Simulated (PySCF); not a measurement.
Cyclopropyl isocyanate, C4H5NO.
Geometry (PBE0-D3(BJ)/def2-TZVP, Å), atoms numbered from 1 in this order:
```xyz
11
C4H5NO angstrom
O      3.0478   -0.8109   -0.8288
C      2.1510   -0.5150   -0.1392
N      1.3121   -0.2214    0.6586
C     -0.0515    0.1174    0.7535
C     -0.7240    0.8936   -0.3360
C     -1.0662   -0.5514   -0.1212
H     -0.3427    0.3377    1.7719
H     -1.4451    1.6478   -0.0478
H     -0.1239    1.1457   -1.2010
H     -0.6934   -1.2685   -0.8414
H     -2.0249   -0.8017    0.3148
```

Level: wB97X-D/pcSseg-2 in PySCF, non-relativistic, on one gas-phase PBE0-D3(BJ)/def2-TZVP geometry that isn't relaxed in the solvent. The solvent is an IEF-PCM continuum (van der Waals radii × 1.2). The model holds no explicit solvent molecules, cavitation or dispersion.

Gas phase at wB97X-D/pcSseg-2: HOMO -9.32 eV, LUMO 2.11 eV, dipole 3.07 D.

Problem. What does the continuum do to the energy, the frontier levels and the dipole at wB97X-D/pcSseg-2 in chloroform?

Solution. 
```
   solvent      ε  E(solvent) − E(gas) (kcal/mol)  polarisation term (kcal/mol)  distortion of the solute (kcal/mol)  HOMO (eV)  LUMO (eV)  dipole (D)
chloroform  4.711                           -2.90                         -3.20                                 0.30      -9.25       2.22        3.61
```

The polarisation term is half the interaction of the solute with the surface charges that it induces; the rest is the cost of distorting the solute's density. The sum is the electrostatic part of solvation alone.

Problem. Which radius a makes the point-dipole formula ΔE = −[(ε − 1)/(2ε + 1)]·μ²/a³ give the value in chloroform, with the gas-phase dipole?

Solution. μ = 1.208 au and |ΔE| = 0.00462 Eh give a = 2.55 Å; the farthest nucleus lies 3.26 Å from the centroid of the nuclei, so such a sphere wouldn't even hold the nuclei. The formula assumes a rigid point dipole at the centre of a sphere.

Problem. Give the dipole vector in the frame of the coordinates (D, pointing from negative to positive charge), gas and chloroform.

Solution. Gas (-2.93, 0.76, 0.52), solvent (-3.45, 0.89, 0.62). Its length changes by +18 % and its direction by less than 1°.

The pairwise dispersion term of wB97X-D wasn't added to the energies; at a given geometry it leaves orbitals and properties as they are.
